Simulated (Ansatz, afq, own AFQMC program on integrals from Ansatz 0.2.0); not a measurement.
Where AFQMC and coupled cluster stand for CH⁺, triplet

```xyz
2

C     0.0000    0.0000    0.0000
H     0.0000    0.0000    1.1225
```

Basis cc-pVTZ. Noble-gas cores (and the filled d shells of Ga–Kr and In–Xe) are frozen. Integrals, coupled cluster, full CI and functionals: Ansatz 0.2.0; the random walks run on the same integrals in our own AFQMC program. ph-AFQMC/CISD is guided by a CISD state made of CCSD amplitudes; releasing the constraint for a short imaginary time cuts its bias at the price of noise, slowly where states lie close. Free projection: walkers drawn from exp(T), propagated without any constraint. Its projection time is finite, and what remains of the start isn't in its error. Uncertainties: one standard error, sampling alone.

Determinant: UHF, the one that the program's search chose, which needn't be the lowest solution. The geometry is a PBE0/def2-TZVP stationary point of this or a neighbouring charge and spin state.

Full CI on the same integrals is exact in this basis and with this determinant's frozen core.

Cautions: lower spins were not checked.

```
T1 diagnostic                               : 0.0184
weight of the determinant in the CISD state : 0.962
⟨S²⟩ of the determinant                     : 2.003
size of the correlated space                : 4 electrons in 43 orbitals
```

```tsv
level	correlation energy (eV)
MP2	-1.6104
CCSD	-2.0549
CCSD(T)	-2.0954
```

Question: Estimate where AFQMC with the constraint released lies against CCSD(T) on the same integrals.

Answer: 0.47 ± 0.02 mEh below CCSD(T).

Reference: full CI, correlation energy -2.107 eV. The released energy is read at 2.40 1/Eh (meV from the phaseless value at times in 1/Eh: -1.4 ± 0.7 at 0.24, -2.2 ± 0.5 at 0.51, -2.8 ± 0.7 at 0.99, -3.8 ± 0.3 at 1.62, -4.9 ± 0.6 at 2.40).

```
         level  E − E(reference) (mEh)  share of correlation (%)
       CCSD(T)                    0.42                     99.46
         CCSDT                    0.02                     99.98
      CCSDT(Q)                    0.00                    100.00
   ph-AFQMC/HF             0.89 ± 0.41                     98.85
 ph-AFQMC/CISD             0.13 ± 0.02                     99.83
released AFQMC            -0.05 ± 0.02                    100.07
    free AFQMC             0.00 ± 0.02                    100.00
```

CCSDT and higher add their correlation energy to the determinant of the CCSD(T) run, since their own runs factorise the integrals more tightly (a shift of under 2 meV). Free projections are given only where their last times agree within the noise and don't stop above the reference; a slow remainder of the start can still hide under it. A walk keeps the symmetry of its determinant, which the program's search chose and which needn't be the lowest solution, so a lower state of the same spin and another symmetry isn't excluded. Released energies are given only where the last usable release times agree within the noise; a slower fall can still hide under it.
